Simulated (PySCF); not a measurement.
C₄H₅P.
Numbering: `[cH:1]1[cH:2][cH:3][pH:4][cH:5]1` (hydrogens: H6 on C1; H7 on C2; H8 on C3; H9 on P4; H10 on C5)

Theory: PySCF 2.14.0, CAM-B3LYP/def2-SVP geometry optimisation, gas phase.

Task: Give the optimised bond lengths and angles.

Result: 
```tsv
bond	length (Å)
C1–C2	1.459
C3–P4, P4–C5	1.810
C1–C5, C2–C3	1.351
C1–H6, C2–H7	1.093
C3–H8, C5–H10	1.091
P4–H9	1.424
```

Bonds in one row agree within 0.01 Å and their mean is given. A selection of angles:
```tsv
angle	degrees
C2–C1–C5	114.1
C2–C1–H6	122.1
C5–C1–H6	123.8
C2–C3–P4	110.2
C2–C3–H8	124.8
P4–C3–H8	124.5
C3–P4–C5	90.2
C3–P4–H9	101.0
```

P4 (ring phosphorus) is pyramidal (angles 101.0°, 101.0° and 90.2°, sum 292.3°, 0.81 Å off the plane of its three neighbours). The 3 C–C bonds span 1.351 Å (C2–C3, drawn aromatic) to 1.459 Å (C1–C2, drawn aromatic), a spread of 0.108 Å. The 5-membered ring C1–C2–C3–P4–C5 has internal angles of 90.2° to 114.2° (sum 539°, against 540° for a flat polygon); it is slightly puckered (a soft mode that the optimisation may not have finished), 0.05 Å rms from its mean plane, widest ring torsion 9°.

Point group: Cs (tolerance 0.08 Å). Not checked by CAM-B3LYP/def2-SVP frequencies.
